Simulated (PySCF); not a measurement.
# CH2OS, a complex of two parts: interaction energy, part 2 of 3

PySCF 2.14.0. Atoms count from 0, parts from 1.

## 5. Coupled-cluster interaction energy: CCSD(T) and MP2, 3.11 Å

What the job is given:

```
{"job": {"kind": "intercc", "basis": "aug-cc-pVDZ", "basis_mid": "aug-cc-pVTZ", "basis_large": "aug-cc-pVQZ"}, "charge": 0, "multiplicity": 1, "parts": [{"atoms": "0-2", "charge": 0, "multiplicity": 1}, {"atoms": "3-4", "charge": 0, "multiplicity": 1}]}
S     -0.154818     0.758807     0.144556
H     -1.010273    -0.222312    -0.180633
H      0.905965     0.032716    -0.241242
C      2.144414    -2.633559     0.780593
O      2.003981    -3.390272     1.598261
```

Method: CCSD(T)/aug-cc-pVDZ and MP2/aug-cc-pVTZ, aug-cc-pVQZ counterpoise interaction energy, frozen core, gas phase.

Standard output:

```text
part 1, own basis, geometry of the cluster: E = -398.7137453404 (as before)

part 2, own basis, geometry of the cluster: E = -112.7819258164 (as before)

part 1, own basis, relaxed alone: E = -398.7137498597 (as before)

part 2, own basis, relaxed alone: E = -112.7818709289 (as before)

cluster
final grid: 5040 points
cycle   1  E = -511.4956692868  dE = -1.851e-04  |g| = 4.549e-03  |ddm| = 2.242e-01
cycle   2  E = -511.4956777154  dE = -8.429e-06  |g| = 2.706e-03  |ddm| = 2.562e-02
cycle   3  E = -511.4956792365  dE = -1.521e-06  |g| = 8.872e-04  |ddm| = 4.037e-03
cycle   4  E = -511.4956795821  dE = -3.457e-07  |g| = 1.522e-04  |ddm| = 2.508e-03
cycle   5  E = -511.4956796020  dE = -1.994e-08  |g| = 4.867e-05  |ddm| = 5.164e-04
cycle   6  E = -511.4956796044  dE = -2.316e-09  |g| = 1.725e-05  |ddm| = 1.902e-04
cycle   7  E = -511.4956796047  dE = -3.215e-10  |g| = 4.673e-06  |ddm| = 6.834e-05
converged SCF energy = -511.4956796047

part 1 in the basis of the cluster
final grid: 5040 points
cycle   1  E = -398.7137575578  dE = -1.238e-05  |g| = 6.010e-04  |ddm| = 9.744e-02
cycle   2  E = -398.7137577525  dE = -1.947e-07  |g| = 8.899e-05  |ddm| = 1.132e-02
cycle   3  E = -398.7137577582  dE = -5.659e-09  |g| = 7.683e-06  |ddm| = 1.834e-03
cycle   4  E = -398.7137577582  dE = -5.014e-11  |g| = 1.122e-06  |ddm| = 9.933e-05
converged SCF energy = -398.7137577582

part 2 in the basis of the cluster
final grid: 5040 points
cycle   1  E = -112.7819794488  dE = -5.350e-05  |g| = 1.423e-03  |ddm| = 1.898e-01
cycle   2  E = -112.7819803680  dE = -9.192e-07  |g| = 2.156e-04  |ddm| = 1.835e-02
cycle   3  E = -112.7819803929  dE = -2.486e-08  |g| = 1.635e-05  |ddm| = 2.630e-03
cycle   4  E = -112.7819803930  dE = -1.392e-10  |g| = 6.897e-06  |ddm| = 8.078e-05
converged SCF energy = -112.7819803930

Interaction energy (kcal/mol)
  counterpoise       -0.746
  uncorrected        -0.922
  dispersion part     0.000
  deformation         0.026
  binding            -0.721

Decomposition of the uncorrected value (kcal/mol)
  electrostatic      -0.427
  Pauli               0.544
  orbital            -0.123
  dispersion          0.000
  correlation        -0.916

Charge of each part in the cluster: -0.001 0.001
part 1, own basis, geometry of the cluster: E = -398.7180342839 (as before)

part 2, own basis, geometry of the cluster: E = -112.7895565866 (as before)

part 1, own basis, relaxed alone: E = -398.7180395182 (as before)

part 2, own basis, relaxed alone: E = -112.7894960282 (as before)

cluster
final grid: 5040 points
cycle   1  E = -511.5075446098  dE = -1.553e-04  |g| = 4.505e-03  |ddm| = 1.905e-01
cycle   2  E = -511.5075531559  dE = -8.546e-06  |g| = 2.692e-03  |ddm| = 2.299e-02
cycle   3  E = -511.5075546958  dE = -1.540e-06  |g| = 8.975e-04  |ddm| = 4.142e-03
cycle   4  E = -511.5075550633  dE = -3.675e-07  |g| = 1.540e-04  |ddm| = 2.857e-03
cycle   5  E = -511.5075550822  dE = -1.891e-08  |g| = 5.232e-05  |ddm| = 5.164e-04
cycle   6  E = -511.5075550849  dE = -2.697e-09  |g| = 1.745e-05  |ddm| = 2.270e-04
cycle   7  E = -511.5075550852  dE = -3.255e-10  |g| = 4.851e-06  |ddm| = 7.340e-05
converged SCF energy = -511.5075550852

part 1 in the basis of the cluster
final grid: 5040 points
cycle   1  E = -398.7180393639  dE = -5.017e-06  |g| = 3.887e-04  |ddm| = 7.365e-02
cycle   2  E = -398.7180394454  dE = -8.149e-08  |g| = 5.733e-05  |ddm| = 8.551e-03
cycle   3  E = -398.7180394477  dE = -2.267e-09  |g| = 4.550e-06  |ddm| = 1.405e-03
cycle   4  E = -398.7180394477  dE = -1.495e-11  |g| = 6.644e-07  |ddm| = 8.450e-05
converged SCF energy = -398.7180394477

part 2 in the basis of the cluster
final grid: 5040 points
cycle   1  E = -112.7895743192  dE = -1.757e-05  |g| = 7.451e-04  |ddm| = 1.658e-01
cycle   2  E = -112.7895745650  dE = -2.457e-07  |g| = 9.847e-05  |ddm| = 1.629e-02
cycle   3  E = -112.7895745701  dE = -5.102e-09  |g| = 9.158e-06  |ddm| = 2.134e-03
cycle   4  E = -112.7895745701  dE = -1.967e-11  |g| = 6.623e-06  |ddm| = 5.572e-05
converged SCF energy = -112.7895745701

Interaction energy (kcal/mol)
  counterpoise       -0.766
  uncorrected        -0.849
  dispersion part     0.000
  deformation         0.020
  binding            -0.746

Decomposition of the uncorrected value (kcal/mol)
  electrostatic      -0.424
  Pauli               0.551
  orbital            -0.104
  dispersion          0.000
  correlation        -0.872

Charge of each part in the cluster: -0.001 0.001
part 1 in the basis of the cluster: E(HF) = -398.698103243  E2 = -0.155266594  E(CCSD corr) = -0.177917311  (T) = -0.004872150
part 2 in the basis of the cluster: E(HF) = -112.755238942  E2 = -0.298449588  E(CCSD corr) = -0.305668177  (T) = -0.012184354
cluster: E(HF) = -511.453311575  E2 = -0.454855642  E(CCSD corr) = -0.484432740  (T) = -0.017213630

Counterpoise interaction energy (kcal/mol)
  hf_small                   0.019
  mp2_small                 -0.696
  ccsd_small                -0.512
  ccsdt_small               -0.611
  hf_large                   0.037
  mp2_large                 -0.766
  hf_middle                  0.037
  mp2_middle                -0.746
  scs_mp2_large             -0.604
  mp2_limit                 -0.781
  ccsdt_less_mp2             0.085
  ccsdt_limit_estimate      -0.697
  bsse_mp2_large             0.083
```

Wall time 55 s (1 thread of Arm Neoverse V1, shared host); peak memory 0.92 GiB.

Contacts at this geometry (a selection, picked against the atoms' radii; other short pairs can be missing):

```
  atoms  distance (Å)  kind (by distance and angle)  angle (°)
H2···C3          3.11     at van der Waals distance          –
```

Differences are taken before rounding.

```csv
method,interaction energy (kcal/mol),"from CCSD(T), limit estimate (kcal/mol)"
HF/aug-cc-pVDZ,0.02,+0.72
MP2/aug-cc-pVDZ,-0.70,0.00
CCSD/aug-cc-pVDZ,-0.51,+0.18
CCSD(T)/aug-cc-pVDZ,-0.61,+0.09
HF/aug-cc-pVQZ,0.04,+0.73
MP2/aug-cc-pVQZ,-0.77,-0.07
SCS-MP2/aug-cc-pVQZ,-0.60,+0.09
"MP2, extrapolated",-0.78,-0.08
"CCSD(T), limit estimate",-0.70,0
```

## 6. Coupled-cluster interaction energy: CCSD(T) and MP2, 2.69 Å

The job, as its differences from that of step 5:

```diff
@@ -4,3 +4,3 @@
 H      0.905965     0.032716    -0.241242
-C      2.144414    -2.633559     0.780593
-O      2.003981    -3.390272     1.598261
+C      1.975535    -2.269976     0.641252
+O      1.835102    -3.026689     1.458920
```

Method: CCSD(T)/aug-cc-pVDZ and MP2/aug-cc-pVTZ, aug-cc-pVQZ counterpoise interaction energy, frozen core, gas phase.

Standard output:

```text
part 1, own basis, geometry of the cluster: E = -398.7137453404 (as before)

part 2, own basis, geometry of the cluster: E = -112.7819258164 (as before)

part 1, own basis, relaxed alone: E = -398.7137498597 (as before)

part 2, own basis, relaxed alone: E = -112.7818709289 (as before)

cluster
final grid: 5040 points
cycle   1  E = -511.4945640388  dE = -6.160e-04  |g| = 8.105e-03  |ddm| = 2.825e-01
cycle   2  E = -511.4945982430  dE = -3.420e-05  |g| = 4.086e-03  |ddm| = 3.776e-02
cycle   3  E = -511.4946025325  dE = -4.289e-06  |g| = 1.921e-03  |ddm| = 7.309e-03
cycle   4  E = -511.4946038481  dE = -1.316e-06  |g| = 2.892e-04  |ddm| = 4.239e-03
cycle   5  E = -511.4946039192  dE = -7.116e-08  |g| = 9.477e-05  |ddm| = 8.860e-04
cycle   6  E = -511.4946039284  dE = -9.163e-09  |g| = 3.144e-05  |ddm| = 3.547e-04
cycle   7  E = -511.4946039295  dE = -1.120e-09  |g| = 1.027e-05  |ddm| = 1.175e-04
cycle   8  E = -511.4946039296  dE = -1.158e-10  |g| = 3.720e-06  |ddm| = 3.653e-05
converged SCF energy = -511.4946039296

part 1 in the basis of the cluster
final grid: 5040 points
cycle   1  E = -398.7137635938  dE = -1.831e-05  |g| = 7.575e-04  |ddm| = 1.380e-01
cycle   2  E = -398.7137638759  dE = -2.821e-07  |g| = 1.102e-04  |ddm| = 1.641e-02
cycle   3  E = -398.7137638839  dE = -7.998e-09  |g| = 9.558e-06  |ddm| = 2.620e-03
cycle   4  E = -398.7137638839  dE = -7.213e-11  |g| = 1.504e-06  |ddm| = 1.379e-04
converged SCF energy = -398.7137638839

part 2 in the basis of the cluster
final grid: 5040 points
cycle   1  E = -112.7820003390  dE = -7.412e-05  |g| = 1.630e-03  |ddm| = 2.171e-01
cycle   2  E = -112.7820015059  dE = -1.167e-06  |g| = 2.400e-04  |ddm| = 2.339e-02
cycle   3  E = -112.7820015368  dE = -3.092e-08  |g| = 1.972e-05  |ddm| = 3.528e-03
cycle   4  E = -112.7820015370  dE = -2.039e-10  |g| = 8.480e-06  |ddm| = 1.145e-04
converged SCF energy = -112.7820015370

Interaction energy (kcal/mol)
  counterpoise       -0.735
  uncorrected        -1.012
  dispersion part     0.000
  deformation         0.026
  binding            -0.709

Decomposition of the uncorrected value (kcal/mol)
  electrostatic      -1.106
  Pauli               2.187
  orbital            -0.412
  dispersion          0.000
  correlation        -1.682

Charge of each part in the cluster: -0.002 0.002
part 1, own basis, geometry of the cluster: E = -398.7180342839 (as before)

part 2, own basis, geometry of the cluster: E = -112.7895565866 (as before)

part 1, own basis, relaxed alone: E = -398.7180395182 (as before)

part 2, own basis, relaxed alone: E = -112.7894960282 (as before)

cluster
final grid: 5040 points
cycle   1  E = -511.5064228337  dE = -5.883e-04  |g| = 8.140e-03  |ddm| = 2.416e-01
cycle   2  E = -511.5064583471  dE = -3.551e-05  |g| = 4.066e-03  |ddm| = 3.095e-02
cycle   3  E = -511.5064627330  dE = -4.386e-06  |g| = 1.960e-03  |ddm| = 7.167e-03
cycle   4  E = -511.5064640997  dE = -1.367e-06  |g| = 2.995e-04  |ddm| = 4.301e-03
cycle   5  E = -511.5064641715  dE = -7.179e-08  |g| = 1.012e-04  |ddm| = 1.004e-03
cycle   6  E = -511.5064641820  dE = -1.055e-08  |g| = 3.236e-05  |ddm| = 4.367e-04
cycle   7  E = -511.5064641832  dE = -1.181e-09  |g| = 1.048e-05  |ddm| = 1.379e-04
cycle   8  E = -511.5064641833  dE = -1.221e-10  |g| = 3.813e-06  |ddm| = 3.999e-05
converged SCF energy = -511.5064641833

part 1 in the basis of the cluster
final grid: 5040 points
cycle   1  E = -398.7180417204  dE = -7.169e-06  |g| = 4.623e-04  |ddm| = 1.030e-01
cycle   2  E = -398.7180418275  dE = -1.070e-07  |g| = 6.617e-05  |ddm| = 1.194e-02
cycle   3  E = -398.7180418304  dE = -2.946e-09  |g| = 5.538e-06  |ddm| = 1.934e-03
cycle   4  E = -398.7180418305  dE = -2.490e-11  |g| = 8.215e-07  |ddm| = 1.148e-04
converged SCF energy = -398.7180418305

part 2 in the basis of the cluster
final grid: 5040 points
cycle   1  E = -112.7895810940  dE = -2.408e-05  |g| = 8.843e-04  |ddm| = 1.974e-01
cycle   2  E = -112.7895814179  dE = -3.239e-07  |g| = 1.150e-04  |ddm| = 1.975e-02
cycle   3  E = -112.7895814245  dE = -6.620e-09  |g| = 1.037e-05  |ddm| = 2.621e-03
cycle   4  E = -112.7895814245  dE = -2.606e-11  |g| = 7.366e-06  |ddm| = 6.909e-05
converged SCF energy = -112.7895814245

Interaction energy (kcal/mol)
  counterpoise       -0.790
  uncorrected        -0.925
  dispersion part     0.000
  deformation         0.020
  binding            -0.770

Decomposition of the uncorrected value (kcal/mol)
  electrostatic      -1.095
  Pauli               2.198
  orbital            -0.395
  dispersion          0.000
  correlation        -1.632

Charge of each part in the cluster: -0.002 0.002
part 1 in the basis of the cluster: E(HF) = -398.698134463  E2 = -0.155393378  E(CCSD corr) = -0.178043578  (T) = -0.004888342
part 2 in the basis of the cluster: E(HF) = -112.755320192  E2 = -0.298551637  E(CCSD corr) = -0.305767894  (T) = -0.012200308
cluster: E(HF) = -511.452316739  E2 = -0.455970161  E(CCSD corr) = -0.485315557  (T) = -0.017374855

Counterpoise interaction energy (kcal/mol)
  hf_small                   0.714
  mp2_small                 -0.557
  ccsd_small                -0.230
  ccsdt_small               -0.409
  hf_large                   0.727
  mp2_large                 -0.790
  hf_middle                  0.729
  mp2_middle                -0.735
  scs_mp2_large             -0.475
  mp2_limit                 -0.829
  ccsdt_less_mp2             0.147
  ccsdt_limit_estimate      -0.682
  bsse_mp2_large             0.135
```

Wall time 57 s (1 thread of Arm Neoverse V1, shared host); peak memory 0.92 GiB.

Contacts at this geometry (a selection, picked against the atoms' radii; other short pairs can be missing):

| atoms | distance (Å) | kind (by distance and angle) | angle (°) |
| --- | --- | --- | --- |
| H2···C3 | 2.69 | inside the van der Waals sum | – |

Differences are taken before rounding.

| method | interaction energy (kcal/mol) | from CCSD(T), limit estimate (kcal/mol) |
| --- | --- | --- |
| HF/aug-cc-pVDZ | 0.71 | +1.40 |
| MP2/aug-cc-pVDZ | -0.56 | +0.13 |
| CCSD/aug-cc-pVDZ | -0.23 | +0.45 |
| CCSD(T)/aug-cc-pVDZ | -0.41 | +0.27 |
| HF/aug-cc-pVQZ | 0.73 | +1.41 |
| MP2/aug-cc-pVQZ | -0.79 | -0.11 |
| SCS-MP2/aug-cc-pVQZ | -0.48 | +0.21 |
| MP2, extrapolated | -0.83 | -0.15 |
| CCSD(T), limit estimate | -0.68 | 0 |

## 7. Coupled-cluster interaction energy: CCSD(T) and MP2, 3.54 Å

The job, as its differences from that of step 6:

```diff
@@ -4,3 +4,3 @@
 H      0.905965     0.032716    -0.241242
-C      1.975535    -2.269976     0.641252
-O      1.835102    -3.026689     1.458920
+C      2.313294    -2.997141     0.919934
+O      2.172861    -3.753854     1.737602
```

Method: CCSD(T)/aug-cc-pVDZ and MP2/aug-cc-pVTZ, aug-cc-pVQZ counterpoise interaction energy, frozen core, gas phase.

Standard output:

```text
part 1, own basis, geometry of the cluster: E = -398.7137453404 (as before)

part 2, own basis, geometry of the cluster: E = -112.7819258164 (as before)

part 1, own basis, relaxed alone: E = -398.7137498597 (as before)

part 2, own basis, relaxed alone: E = -112.7818709289 (as before)

cluster
final grid: 5040 points
cycle   1  E = -511.4958595481  dE = -8.138e-05  |g| = 3.065e-03  |ddm| = 1.604e-01
cycle   2  E = -511.4958625955  dE = -3.047e-06  |g| = 1.957e-03  |ddm| = 1.679e-02
cycle   3  E = -511.4958633210  dE = -7.255e-07  |g| = 5.166e-04  |ddm| = 2.635e-03
cycle   4  E = -511.4958634425  dE = -1.215e-07  |g| = 9.547e-05  |ddm| = 1.569e-03
cycle   5  E = -511.4958634502  dE = -7.754e-09  |g| = 3.077e-05  |ddm| = 3.219e-04
cycle   6  E = -511.4958634511  dE = -8.662e-10  |g| = 1.116e-05  |ddm| = 1.139e-04
converged SCF energy = -511.4958634511

part 1 in the basis of the cluster
final grid: 5040 points
cycle   1  E = -398.7137528859  dE = -7.745e-06  |g| = 4.810e-04  |ddm| = 6.756e-02
cycle   2  E = -398.7137530247  dE = -1.388e-07  |g| = 7.565e-05  |ddm| = 8.110e-03
cycle   3  E = -398.7137530292  dE = -4.486e-09  |g| = 6.677e-06  |ddm| = 1.410e-03
cycle   4  E = -398.7137530292  dE = -4.707e-11  |g| = 1.021e-06  |ddm| = 7.815e-05
converged SCF energy = -398.7137530292

part 2 in the basis of the cluster
final grid: 5040 points
cycle   1  E = -112.7819669002  dE = -4.103e-05  |g| = 1.222e-03  |ddm| = 1.410e-01
cycle   2  E = -112.7819675742  dE = -6.740e-07  |g| = 1.783e-04  |ddm| = 1.317e-02
cycle   3  E = -112.7819675911  dE = -1.687e-08  |g| = 1.371e-05  |ddm| = 1.942e-03
cycle   4  E = -112.7819675912  dE = -8.680e-11  |g| = 7.345e-06  |ddm| = 7.525e-05
converged SCF energy = -112.7819675912

Interaction energy (kcal/mol)
  counterpoise       -0.535
  uncorrected        -0.646
  dispersion part     0.000
  deformation         0.026
  binding            -0.509

Decomposition of the uncorrected value (kcal/mol)
  electrostatic      -0.201
  Pauli               0.133
  orbital            -0.054
  dispersion          0.000
  correlation        -0.525

Charge of each part in the cluster: -0.000 0.000
part 1, own basis, geometry of the cluster: E = -398.7180342839 (as before)

part 2, own basis, geometry of the cluster: E = -112.7895565866 (as before)

part 1, own basis, relaxed alone: E = -398.7180395182 (as before)

part 2, own basis, relaxed alone: E = -112.7894960282 (as before)

cluster
final grid: 5040 points
cycle   1  E = -511.5077440073  dE = -5.150e-05  |g| = 2.902e-03  |ddm| = 1.559e-01
cycle   2  E = -511.5077466917  dE = -2.684e-06  |g| = 1.943e-03  |ddm| = 1.825e-02
cycle   3  E = -511.5077474129  dE = -7.212e-07  |g| = 4.806e-04  |ddm| = 2.706e-03
cycle   4  E = -511.5077475373  dE = -1.244e-07  |g| = 9.191e-05  |ddm| = 1.944e-03
cycle   5  E = -511.5077475438  dE = -6.549e-09  |g| = 3.209e-05  |ddm| = 3.201e-04
cycle   6  E = -511.5077475448  dE = -9.588e-10  |g| = 1.090e-05  |ddm| = 1.481e-04
converged SCF energy = -511.5077475448

part 1 in the basis of the cluster
final grid: 5040 points
cycle   1  E = -398.7180377297  dE = -3.499e-06  |g| = 3.181e-04  |ddm| = 5.678e-02
cycle   2  E = -398.7180377868  dE = -5.714e-08  |g| = 4.679e-05  |ddm| = 6.585e-03
cycle   3  E = -398.7180377884  dE = -1.552e-09  |g| = 3.554e-06  |ddm| = 1.063e-03
cycle   4  E = -398.7180377884  dE = -8.981e-12  |g| = 5.029e-07  |ddm| = 5.944e-05
converged SCF energy = -398.7180377884

part 2 in the basis of the cluster
final grid: 5040 points
cycle   1  E = -112.7895691930  dE = -1.253e-05  |g| = 6.187e-04  |ddm| = 1.358e-01
cycle   2  E = -112.7895693790  dE = -1.860e-07  |g| = 8.532e-05  |ddm| = 1.368e-02
cycle   3  E = -112.7895693830  dE = -4.006e-09  |g| = 8.543e-06  |ddm| = 1.789e-03
cycle   4  E = -112.7895693830  dE = -1.583e-11  |g| = 6.154e-06  |ddm| = 4.409e-05
converged SCF energy = -112.7895693830

Interaction energy (kcal/mol)
  counterpoise       -0.541
  uncorrected        -0.593
  dispersion part     0.000
  deformation         0.020
  binding            -0.520

Decomposition of the uncorrected value (kcal/mol)
  electrostatic      -0.199
  Pauli               0.135
  orbital            -0.035
  dispersion          0.000
  correlation        -0.495

Charge of each part in the cluster: -0.000 0.000
part 1 in the basis of the cluster: E(HF) = -398.698089887  E2 = -0.155194492  E(CCSD corr) = -0.177846109  (T) = -0.004863141
part 2 in the basis of the cluster: E(HF) = -112.755165206  E2 = -0.298387719  E(CCSD corr) = -0.305605448  (T) = -0.012172637
cluster: E(HF) = -511.453416641  E2 = -0.454254045  E(CCSD corr) = -0.483942740  (T) = -0.017124504

Counterpoise interaction energy (kcal/mol)
  hf_small                  -0.101
  mp2_small                 -0.523
  ccsd_small                -0.410
  ccsdt_small               -0.465
  hf_large                  -0.088
  mp2_large                 -0.541
  hf_middle                 -0.090
  mp2_middle                -0.535
  scs_mp2_large             -0.452
  mp2_limit                 -0.546
  ccsdt_less_mp2             0.058
  ccsdt_limit_estimate      -0.488
  bsse_mp2_large             0.052
```

Wall time 56 s (1 thread of Arm Neoverse V1, shared host); peak memory 0.92 GiB.

Contacts at this geometry (a selection, picked against the atoms' radii; other short pairs can be missing):

| atoms | distance (Å) | kind (by distance and angle) | angle (°) |
| --- | --- | --- | --- |
| H2···C3 | 3.54 | beyond van der Waals contact | – |

```csv
method,interaction energy (kcal/mol),"from CCSD(T), limit estimate (kcal/mol)"
HF/aug-cc-pVDZ,-0.10,+0.39
MP2/aug-cc-pVDZ,-0.52,-0.03
CCSD/aug-cc-pVDZ,-0.41,+0.08
CCSD(T)/aug-cc-pVDZ,-0.47,+0.02
HF/aug-cc-pVQZ,-0.09,+0.40
MP2/aug-cc-pVQZ,-0.54,-0.05
SCS-MP2/aug-cc-pVQZ,-0.45,+0.04
"MP2, extrapolated",-0.55,-0.06
"CCSD(T), limit estimate",-0.49,0
```

[end of part 2 of 3]
